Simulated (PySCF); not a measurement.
# Dipole moment and polarisability of thiophene

Species: thiophene, C4H4S.
Structure used (GFN2-xTB), in Å, numbered top down from 1:
```xyz
9
C4H4S angstrom
C     -0.7452   -0.6546   -0.0129
C      0.6669   -0.7366   -0.0137
C      1.2574    0.4839    0.0046
S      0.1036    1.7586    0.0227
C     -1.1899    0.6262    0.0062
H     -1.3933   -1.5125   -0.0252
H      1.2119   -1.6635   -0.0273
H      2.3025    0.7216    0.0091
H     -2.2004    0.9828    0.0113
```

Level: CAM-B3LYP/def2-SVPD (PySCF), static field, nuclei fixed, core orbitals frozen in the response. The polarisability tensor in these axes (au):

```
x   66.98  0.42  0.01
y    0.42 74.18  0.48
z    0.01  0.48 41.83
```

Task: Diagonalise the tensor; give its mean and Δα, where Δα² is half the sum of the squared differences of the eigenvalues.

Result: Principal values 41.82, 66.95 and 74.22 au; mean 61.00 au = 9.04 Å³ = 10.06 × 10⁻⁴⁰ C²·m²/J; Δα = 29.44 au (48 % of the mean).

Task: What is the dipole moment, and where does it point?

Result: (-0.03, -0.56, -0.01) D, 0.56 D in size, pointing from the negative to the positive side. Measured along this direction, the outermost atoms are S4 at the negative end and H7 and H6 at the positive end.

Task: Estimate the molar refractivity from the static electronic polarisability.

Result: Lorentz–Lorenz: R = (4π/3)N_A α = 2.5225 cm³/(mol·Å³) × 9.04 Å³ = 22.8 cm³/mol, in the limit of long wavelengths.

Task: What would n − 1 = 2πNα be for an ideal gas of these molecules at 400 K and 1 atm, electronic part alone?

Result: N = p/kT = 1.8347 × 10¹⁹ cm⁻³, so n − 1 = 2π × N × 9.04 × 10⁻²⁴ cm³ = 1042 × 10⁻⁶ at long wavelengths.

Task: Traceless (Buckingham) quadrupole moment about the centre of nuclear charge: eigenvalues?

Result: -6.86, 1.12, 5.74 D·Å. The values depend on the origin, since the dipole doesn't vanish. The electronic extent ⟨r²⟩ about the same centre is 398 bohr², a root-mean-square distance of 1.59 Å for the 44 electrons.

Geometry: GFN2-xTB; no solvent, vibrations or thermal averaging.
